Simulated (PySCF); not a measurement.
## Static response to an electric field

Ethyl propyl sulfide, C5H12S.
Cartesian coordinates in Å at the PBE0-D3(BJ)/def2-SVP level; atoms count from 1:
```xyz
18
C5H12S angstrom
C     -2.4521    0.1649   -0.1429
C     -1.3285   -0.5351    0.6017
C     -0.2958   -1.1933   -0.3036
S      0.5718   -0.0788   -1.4474
C      1.4216    1.0416   -0.2994
C      2.4590    0.3800    0.5874
H     -3.1605    0.6390    0.5529
H     -3.0181   -0.5463   -0.7661
H     -2.0526    0.9408   -0.8134
H     -1.7419   -1.3181    1.2615
H     -0.8226    0.1771    1.2766
H      0.4431   -1.7562    0.2886
H     -0.7811   -1.9230   -0.9728
H      0.6758    1.5914    0.2977
H      1.8918    1.7837   -0.9637
H      1.9992   -0.3365    1.2853
H      3.1994   -0.1662   -0.0159
H      2.9898    1.1319    1.1931
```

Level: B3LYP/def2-SVPD (PySCF), static field, nuclei fixed, core orbitals frozen in the response. The polarisability tensor in these axes (au):

```
x   94.83  6.02  0.41
y    6.02 79.63  0.21
z    0.41  0.21 81.06
```

Give the principal values, the mean and the anisotropy Δα = √{½[(α1 − α2)² + (α2 − α3)² + (α1 − α3)²]}.

Principal values 77.54, 81.05 and 96.93 au; mean 85.17 au = 12.62 Å³ = 14.04 × 10⁻⁴⁰ C²·m²/J; Δα = 17.90 au (21 % of the mean).

What is the dipole moment, and where does it point?

(-0.03, 0.06, 1.72) D, 1.72 D in size, pointing from the negative to the positive side. Measured along this direction, the outermost atoms are S4 at the negative end and H11, H10, H16 and H18 at the positive end.

Orientational against electronic polarisability at 500 K (dilute gas, rigid molecules)?

In Gaussian units μ²/3kT = 14.36 Å³ against 12.62 Å³, a ratio of 1.14; the Debye molar polarisation (4π/3)N_A(α + μ²/3kT) is 68.1 cm³/mol, leaving out the vibrational part.

Give the eigenvalues of the traceless quadrupole moment Θ = ½Σq(3rr − r²1), origin at the centre of nuclear charge.

-4.13, -1.90, 6.03 D·Å. The values depend on the origin, since the dipole doesn't vanish. The electronic extent ⟨r²⟩ about the same centre is 941 bohr², a root-mean-square distance of 2.13 Å for the 58 electrons.

Find the Langevin capture rate constant for NH4+ (18.034 u) meeting this molecule (104.066 u), k = 2.342 × 10⁻⁹ cm³/s × √(α in Å³ / reduced mass in u).

The reduced mass is 15.37 u, so k = 2.12 × 10⁻⁹ cm³/s. The formula leaves out the permanent dipole, which adds to the capture rate.

In TDDFT the mean static polarisability is Σ f/ω² over all singlet excitations (ω in hartree). How much of it do the 10 lowest give? Their energies (eV) and oscillator strengths: 5.39, 0.0059; 5.57, 0.0223; 5.97, 0.0216; 6.26, 0.0068; 6.52, 0.0290; 6.77, 0.0006; 7.04, 0.0187; 7.29, 0.0286; 7.34, 0.0055; 7.61, 0.0066.

They add up to 2.61 au, 3.1 % of the 85.17 au; the largest single term is 0.53 au, from the state at 5.57 eV. Terms in order: 0.15, 0.53, 0.45, 0.13, 0.50, 0.01, 0.28, 0.40, 0.08, 0.08 au. Higher excitations give the rest. The strengths listed sum to 0.146.

Geometry: PBE0-D3(BJ)/def2-SVP, one conformer, isolated molecule.

These values come from a run that also computed excited states and ΔSCF ions. The run took 76 s wall on one thread, x86-64 server, shared host.
